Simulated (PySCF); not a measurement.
Bonds broken one at a time in the series B SiH3-H. Gas-phase values, no solvent. Strings in code marks are SMILES.

The dipole moment from two functionals at the same geometries (M06-2X/def2-TZVP), both in PySCF: PBE-D3(BJ)/def2-TZVP and B3LYP-D3(BJ)/def2-TZVP. B3LYP has the VWN-RPA correlation part, as in Gaussian. 

```json
[
 {"species": "radical fragment (`[SiH3]`)", "B3LYP-D3(BJ)/def2-TZVP (D)": "0.08"},
 {"species": "radical fragment (`[SiH3][B][SiH3]`)", "B3LYP-D3(BJ)/def2-TZVP (D)": "0.20"},
 {"species": "whole molecule (`[SiH3]B[SiH3]`)", "B3LYP-D3(BJ)/def2-TZVP (D)": "0.41"},
 {"species": "whole molecule (`B[SiH3]`)", "B3LYP-D3(BJ)/def2-TZVP (D)": "0.36"}
]
```

### Question
What does PBE-D3(BJ)/def2-TZVP give for each?

### Answer

- radical fragment (`[SiH3]`): 0.04
- radical fragment (`[SiH3][B][SiH3]`): 0.11
- whole molecule (`[SiH3]B[SiH3]`): 0.33
- whole molecule (`B[SiH3]`): 0.28
Over these rows, drawn at random from the members with no instability flagged (it was tested for open shells, ions and some series alone), PBE minus B3LYP-D3(BJ): mean -0.07 D, from -0.09 D to -0.05 D.
